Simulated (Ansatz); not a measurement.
# Si2BH7: taking an electron away

The task here is to estimate one member of a computed series from the others.

Computed with Ansatz 0.2.0, Gaussian basis. Level: unrestricted cation, the program's frozen cores in correlated methods.

The runs, in order: UKS PBE-D4/def2-TZVPP; UKS r2SCAN-D4/def2-TZVPP; UKS PBE0-D4/def2-TZVPP; UKS B3LYP-D4/def2-TZVPP; UKS wB97X-V/def2-TZVPP; UKS wB97M-V/def2-TZVPP; UKS B2PLYP/def2-TZVPP; UHF-MP2/def2-TZVPP; UHF-MP2/def2-QZVPP; then −ε(HOMO) from the neutral's earlier runs with LDA (SPW92), PBE-D4, revPBE-D4, BLYP-D4, r2SCAN-D4, B97M-V, PBE0-D4, B3LYP-D4, r2SCANh-D4, r2SCAN0-D4, HSE06-D4, BHLYP-D4, CAM-B3LYP-D4, LC-ωPBE, ωB97X-V, ωB97M-V.

1 further run of the same task is left out (it didn't finish).

**The relaxed structure**

All runs share one geometry, relaxed beforehand with PBE0-D4 in a triple-zeta def2 set.

SMILES `B[SiH2][SiH3]`, 10 atoms, charge 0, spin multiplicity 1.

Atoms are counted from 1 here; the program's logs count them from 0.

Bond lengths: B1–Si2 1.988 Å, B1–H4 1.195 Å, B1–H5 1.195 Å, Si2–Si3 2.356 Å, Si2–H6 1.490 Å, Si2–H7 1.490 Å, Si3–H8 1.487 Å, Si3–H9 1.487 Å, Si3–H10 1.488 Å. Angles: Si2–B1–H4 120.9°, Si2–B1–H5 120.8°, H4–B1–H5 118.0°, B1–Si2–Si3 102.8°, B1–Si2–H6 114.8°, B1–Si2–H7 114.9°, Si3–Si2–H6 107.3°, Si3–Si2–H7 107.3°, H6–Si2–H7 109.1°, Si2–Si3–H8 110.4°, Si2–Si3–H9 110.5°, Si2–Si3–H10 110.0°, H8–Si3–H9 108.5°, H8–Si3–H10 108.7°, H9–Si3–H10 108.7°.

Set-up of the first run:

The input, in.yaml:

```yaml
crystal:
  periodic: [false, false, false]
  atoms:
    - {symbol: B, position_ang: [-1.625591, 0.490499, -0.832325]}
    - {symbol: Si, position_ang: [0.300285, 0.844917, -0.486932]}
    - {symbol: Si, position_ang: [0.919375, -0.945447, 0.913828]}
    - {symbol: H, position_ang: [-1.968379, -0.220280, -1.730242]}
    - {symbol: H, position_ang: [-2.466670, 0.897777, -0.086815]}
    - {symbol: H, position_ang: [0.579811, 2.105142, 0.256397]}
    - {symbol: H, position_ang: [1.174161, 0.785802, -1.691732]}
    - {symbol: H, position_ang: [0.730395, -2.242698, 0.211173]}
    - {symbol: H, position_ang: [0.089681, -0.950975, 2.148349]}
    - {symbol: H, position_ang: [2.349933, -0.816036, 1.301300]}
basis:
  gaussian: {orbitals: def2-TZVPP}
total_charge: 1
magnetization: {spin_polarized: true, initial_magnetization: 1}
hamiltonian: {xc: pbe, dispersion: d4}
```

Command:

```sh
ansatz run in.yaml --threads 2 --pin off --events-out ev --progress --plain --max-ram 4352MiB
```

Among the steps run: Cation, UKS PBE-D4/def2-TZVPP; Cation, UKS r2SCAN-D4/def2-TZVPP; Cation, UKS PBE0-D4/def2-TZVPP; Cation, UKS B3LYP-D4/def2-TZVPP; Cation, UKS wB97X-V/def2-TZVPP; Cation, UKS wB97M-V/def2-TZVPP; Cation, UKS B2PLYP (frozen core)/def2-TZVPP; Cation, UHF-MP2/def2-TZVPP; Cation, UHF-MP2/def2-QZVPP.

One table of the session follows, with a row left open; its other results are not shown here.

For comparison, −ε(HOMO) of the neutral from earlier runs:

| functional | −ε(HOMO) (eV) |
| --- | --- |
| LDA (SPW92) | 6.98 |
| PBE-D4 | 6.89 |
| revPBE-D4 | 6.85 |
| BLYP-D4 | 6.74 |
| r2SCAN-D4 | 7.12 |
| B97M-V | 7.24 |
| PBE0-D4 | 7.96 |
| B3LYP-D4 | 7.76 |
| r2SCANh-D4 | 7.52 |
| r2SCAN0-D4 | 8.11 |
| HSE06-D4 | 7.57 |
| BHLYP-D4 | 8.91 |
| CAM-B3LYP-D4 | 9.21 |
| LC-ωPBE | 10.51 |
| ωB97X-V | ? |
| ωB97M-V | 9.97 |

Estimate the missing values for ωB97X-V.

The run gave: −ε(HOMO) (eV): 10.19. In the column «−ε(HOMO) (eV)» it lies between ωB97M-V (9.97) and LC-ωPBE (10.51).
